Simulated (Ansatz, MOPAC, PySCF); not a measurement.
Molecule: formamide, CH3NO, net charge 0, singlet state. SMILES: NC=O
Geometry from a B3LYP-D3(BJ)/def2-TZVP (Ansatz, an electronic-structure program) optimisation:
```xyz
6

N     -1.0698     0.1943     0.1075
C      0.2724     0.3136    -0.0479
O      1.0507    -0.6113    -0.0819
H     -1.4767    -0.7220     0.2042
H     -1.6667     1.0020     0.1281
H      0.5920     1.3678    -0.1427
```
Charge 0, spin multiplicity 1.

Unscaled harmonic wavenumbers (cm⁻¹) in rising order, each level at the stationary point that it reaches from this structure (no distance between atoms moves by over 0.3 Å); the order of modes can differ between levels, and a negative number is imaginary. B3LYP-D3(BJ)/def2-TZVP (PySCF, at the structure above): 240, 571, 644, 1043, 1056, 1269, 1421, 1620, 1796, 2936, 3572, 3707.

PM7 (MOPAC): 501, 536, 697, 974, 1133, 1294, 1376, 1664, 1805, 2665, 2815, 2839. Zero-point energy 26.2 against 28.4 kcal/mol; where all levels lie over 400 cm⁻¹, the wavenumbers are on average 0.955 times those of B3LYP-D3(BJ)/def2-TZVP.

HF/3-21G (Ansatz): 548, 620, 716, 1156, 1209, 1358, 1572, 1806, 1912, 3202, 3771, 3900. Zero-point energy 31.1 against 28.4 kcal/mol; where all levels lie over 400 cm⁻¹, the wavenumbers are on average 1.091 times those of B3LYP-D3(BJ)/def2-TZVP.

HF/6-31G* (Ansatz): 108, 618, 673, 1160, 1182, 1378, 1563, 1789, 1998, 3214, 3838, 3972. Zero-point energy 30.7 against 28.4 kcal/mol; where all levels lie over 400 cm⁻¹, the wavenumbers are on average 1.091 times those of B3LYP-D3(BJ)/def2-TZVP.

B3LYP/6-31G* (Ansatz): 81, 564, 651, 1045, 1060, 1281, 1437, 1639, 1839, 2963, 3586, 3717. Zero-point energy 28.4 against 28.4 kcal/mol; where all levels lie over 400 cm⁻¹, the wavenumbers are on average 1.007 times those of B3LYP-D3(BJ)/def2-TZVP.
